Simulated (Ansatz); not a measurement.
A made-up structure of CH₅OSi (charge -1), singlet:

C1  (-0.906, 0.478, -0.711)
Si2  (0.590, 0.101, 0.133)
O3  (0.608, -1.353, 1.033)
H4  (-1.204, 0.021, -1.653)
H5  (-1.558, 1.277, -0.366)
H6  (-0.444, 1.267, -0.175)
H7  (1.845, -0.125, -0.685)
H8  (-0.322, -1.585, 1.126)
(Å)

It is relaxed with PBE-D4/def2-SVPD and then PBE0-D4/def2-TZVPD (Ansatz 0.2.0). Atoms count as bonded within 1.22 times the sum of their covalent radii (H–H: 0.88 Å). The end point is not checked to be a true minimum.

Problem. Does its bonding change? (A judgement: the text doesn't fix the answer.)

Solution. By the calculation: Yes. Formed: none; broken: Si2–H6.

Where it ends: The first stage lowers the energy by 4.04 eV in 16 steps. It ends as CH₅OSi ([CH3][SiH][OH]), total charge -1:
```csv
atom,x (Å),y (Å),z (Å)
C1,-0.7530,0.7658,-0.6757
Si2,0.5963,0.0742,0.5407
O3,0.0706,-1.5993,0.6161
H4,-0.9388,0.0809,-1.5144
H5,-1.7045,0.9379,-0.1598
H6,-0.4209,1.7281,-1.0878
H7,1.6867,-0.0631,-0.5572
H8,0.0723,-1.8448,1.5399
```

Labels in which every atom is bracketed show which atoms are joined, not bond orders.

For scale, one of the runs: PBE0-D4/def2-TZVPD relaxation, 165 basis functions, launched by `ansatz run in.yaml --threads 2 --pin off --events-out ev --progress --plain --max-ram 4352MiB`. Hardware: 2 CPU threads of an Intel Xeon 6975P-C, shared host. Wall time about 14 s.
